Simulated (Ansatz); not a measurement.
A made-up structure of CHOS, doublet:

```
4
angstrom
O -0.8830 0.4460 0.8522
C -0.1175 0.1184 -0.0069
S 1.0851 -1.1455 0.1681
H -1.3197 0.5966 1.7052
```

It is relaxed with PBE-D4/def2-SVP and then PBE0-D4/def2-TZVP (Ansatz 0.2.0). Atoms count as bonded within 1.22 times the sum of their covalent radii (H–H: 0.88 Å). The end point is not checked to be a true minimum.

**Question.** Does its bonding change? (A judgement: the text doesn't fix the answer.)

**Answer.** The calculation gives: No: no bond forms or breaks.

Where it ends: The first stage lowers the energy by 1.51 eV in 10 steps. It ends as CHOS ([OH][C][S]):
```
atom    x (Å)    y (Å)   z (Å)
  O1  -1.0240   0.6745  0.7282
  C2  -0.1113   0.0643  0.0438
  S3   0.9614  -1.0709  0.2992
  H4  -1.0612   0.3478  1.6475
```

Labels in which every atom is bracketed show which atoms are joined, not bond orders.

For scale, one of the runs: PBE0-D4/def2-TZVP relaxation, 105 basis functions, launched by `ansatz run in.yaml --threads 2 --pin off --events-out ev --progress --plain --max-ram 4352MiB`. The run took about 17 s on 2 CPU threads of an Arm Neoverse V1 (shared host).
